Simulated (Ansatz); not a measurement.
# NH2 (SMILES [NH2]) at UBLYP/3-21G

Aim: the energy change on altering one bond length of NH2 at UBLYP/3-21G, from 2 runs. 

Program for the calculation: Ansatz 0.2.0.

48 further runs of the same task are left out: 48 set aside as unsound or not needed.

### Step 1. The structure to begin with

NH2 has 3 atoms, charge 0, and is taken as a doublet. SMILES: `[NH2]`. Geometry: relaxed at GFN2-xTB.

Bond lengths: N1–H2 1.014 Å, N1–H3 1.014 Å. Angles: H2–N1–H3 110.0°.

### Step 2. The energy at UBLYP/3-21G

Input file input.yaml:

```yaml
crystal:
  periodic: [false, false, false]
  atoms:
    - symbol: N
      position_ang: [0.307180, -0.182210, 0.151440]
    - symbol: H
      position_ang: [0.155580, 0.820260, 0.174790]
    - symbol: H
      position_ang: [-0.462760, -0.638040, -0.326220]
basis:
  gaussian:
    orbitals: 3-21G.json
magnetization:
  spin_polarized: true
  initial_magnetization: 1
hamiltonian:
  xc: {name: BLYP}
accuracy: high
```

The basis set 3-21G is read from a file made from the Basis Set Exchange's data (not shown).

Started as:

```console
$ ansatz run input.yaml --threads 1 --pin off --max-ram 2610MiB --events-out events.jsonl --progress --plain --runs-dir runs
```

Output:

```text
Warning: RAYON_NUM_THREADS=1 ignored (pool sized by the plan → 1); use --threads N
Functional definition: BLYP
  name "BLYP"
  parameter beta = 0.0042
  parameter a = 0.04918
  parameter b = 0.132
  parameter c = 0.2533
  parameter d = 0.349
  exchange = b88_x(beta = beta)
  correlation = lyp_c(a = a, b = b, c = c, d = d)
248 factors; integrals over basis functions are off by at most 4.8e-9 eV
mean field evaluation 1: about -1508.8057 eV, gradient 2.4e1 eV
mean field evaluation 2: about -1507.1072 eV, gradient 3.0e1 eV
mean field evaluation 4: about -1511.0062 eV, gradient 1.2e-1 eV
mean field evaluation 8: about -1510.9978 eV, gradient 3.6e-4 eV
mean field evaluation 16: about -1510.9978 eV, gradient 1.1e-8 eV
mean field -1510.99780144 eV, -55.5281450119 hartree, gradient 1.1e-8 eV, S^2 0.751577; 0 other end points of the search recorded, 0 dependent functions left out
reference -1510.99782629 eV, -55.5281459250 hartree; 5, 4 occupied and 8, 9 virtual orbitals, 248 factors
Total energy: -1510.99782629 eV, -55.5281459250 hartree
```

Run time: 0.56 s. Hardware: 1 thread of Arm Neoverse V1, shared host.

### Step 3. The distorted shape, same level

Input file run.yaml:

```yaml
crystal:
  periodic: [false, false, false]
  atoms:
    - symbol: N
      position_ang: [0.345084, -0.432856, 0.145602]
    - symbol: H
      position_ang: [0.155580, 0.820260, 0.174790]
    - symbol: H
      position_ang: [-0.424856, -0.888686, -0.332058]
basis:
  gaussian:
    orbitals: 3-21G.json
magnetization:
  spin_polarized: true
  initial_magnetization: 1
hamiltonian:
  xc: {name: BLYP}
accuracy: high
```

The basis set 3-21G is read from a file made from the Basis Set Exchange's data (not shown).

Started as:

```console
$ ansatz run run.yaml --threads 1 --pin off --max-ram 2610MiB --events-out events.jsonl --progress --plain --runs-dir runs
```

Output (excerpt; [...] marks lines left out):

```text
Warning: RAYON_NUM_THREADS=1 ignored (pool sized by the plan → 1); use --threads N
[... 9 set-up lines as earlier in the session ...]
248 factors; integrals over basis functions are off by at most 2.7e-9 eV
mean field evaluation 1: about -1508.4295 eV, gradient 2.2e1 eV
mean field evaluation 2: about -1504.2854 eV, gradient 3.4e1 eV
mean field evaluation 4: about -1510.5717 eV, gradient 5.8e-1 eV
mean field evaluation 8: about -1510.5685 eV, gradient 7.3e-3 eV
mean field evaluation 16: about -1510.5685 eV, gradient 1.8e-7 eV
mean field -1510.56850265 eV, -55.5123685722 hartree, gradient 1.5e-8 eV, S^2 0.753031; 0 other end points of the search recorded, 0 dependent functions left out
reference -1510.56852905 eV, -55.5123695425 hartree; 5, 4 occupied and 8, 9 virtual orbitals, 248 factors
Total energy: -1510.56852905 eV, -55.5123695425 hartree
```

Run time: 0.56 s. Hardware: 1 thread of Arm Neoverse V1, shared host.

### Step 4. Results

Level: UBLYP/3-21G.

| quantity | value |
| --- | --- |
| first shape: total energy | -55.52815 Eh |
| first shape: ⟨S²⟩ | 0.752 |
| distorted shape: total energy | -55.51237 Eh |
| distorted shape: ⟨S²⟩ | 0.753 |
| energy change with the N1–H2 bond stretched from 1.014 to 1.268 Å | 0.429 eV |

**Reading.** With the N1–H2 bond stretched from 1.014 to 1.268 Å the energy rises by 0.43 eV (9.9 kcal/mol). The first shape isn't relaxed at this level, so the change isn't measured from a minimum.
